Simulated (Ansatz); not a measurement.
# SiNF (quintet): the correlation ladder, cc-pVDZ

One table from this session's results is given with a row withheld; the runs are named, their logs left out.

Program: Ansatz 0.2.0, Gaussian basis. Level of theory: cc-pVDZ, core rule «outside noble gas», up to 7 orbitals frozen. These are calculated values, not measurements.

To be run: UHF; CCSD(T) on ROHF; CCSD(T) on UHF; BCCD(T) on ROHF; CISD; CCSDT(Q) on ROHF; CCSDT(Q) on UHF.

33 further runs of the same task are left out: 5 for a known fault of the program, 13 that didn't finish, 15 set aside as unsound or not needed.

## The system

The geometry is a PBE0/def2-TZVP stationary point (not a proven minimum) of the parent state, kept for this charge and spin.

3 atoms, charge 0, spin multiplicity 5.

Atoms are counted from 1 here; the program's logs count them from 0.

Bond lengths: F1–Si3 1.593 Å, N2–Si3 1.670 Å. Angles: F1–Si3–N2 114.3°.

As a file:

```
F     0.0000    0.3634    1.2510
N     0.0000    0.4586   -1.4884
Si    0.0000   -0.4745   -0.1039
```

Set-up of the first run:

Contents of in.yaml:

```yaml
crystal:
  periodic: [false, false, false]
  atoms:
    - {symbol: F, position_ang: [0.000000, 0.363379, 1.250957]}
    - {symbol: N, position_ang: [0.000000, 0.458595, -1.488424]}
    - {symbol: Si, position_ang: [0.000000, -0.474516, -0.103907]}
basis:
  gaussian: {orbitals: cc-pVDZ}
magnetization: {spin_polarized: true, initial_magnetization: 4}
hamiltonian: {xc: hf}
output: {orbitals: {seedname: orbitals}}
```

On the command line:

```bash
ansatz run in.yaml --threads 1 --pin off --events-out ev --progress --plain --max-ram 2393MiB
```

Among the steps run: UHF; CCSD(T) on ROHF; CCSD(T) on UHF; BCCD(T) on ROHF; CISD; CCSDT(Q) on ROHF; CCSDT(Q) on UHF.

One table of the session follows, with a row left open; its other results are not shown here.

It belongs to the step «Misses and costs». 

| method | from UCCSDT(Q) (kcal/mol) |
| --- | --- |
| ROHF | +232.84 |
| UHF | +228.43 |
| RMP2 | +21.52 |
| UMP2 | +21.46 |
| CISD | +23.11 |
| RCCSD | ? |
| UCCSD | +5.54 |
| RCCSD(T) | +1.16 |
| UCCSD(T) | +1.11 |
| BCCD(T) | +1.06 |
| RCCSDT | +0.51 |
| UCCSDT | +0.47 |
| RCCSDT(Q) | +0.11 |
| UCCSDT(Q) | 0 |

Q: Estimate the row for RCCSD from the others.

The run gave: from UCCSDT(Q) (kcal/mol): +5.65. In the column «from UCCSDT(Q) (kcal/mol)» it lies between UCCSD (+5.54) and UMP2 (+21.46).

To keep in mind: Restricted and unrestricted rows rest on different reference determinants; where their highest levels disagree by more than a few hundredths of an eV, they describe different states and don't form one ladder.
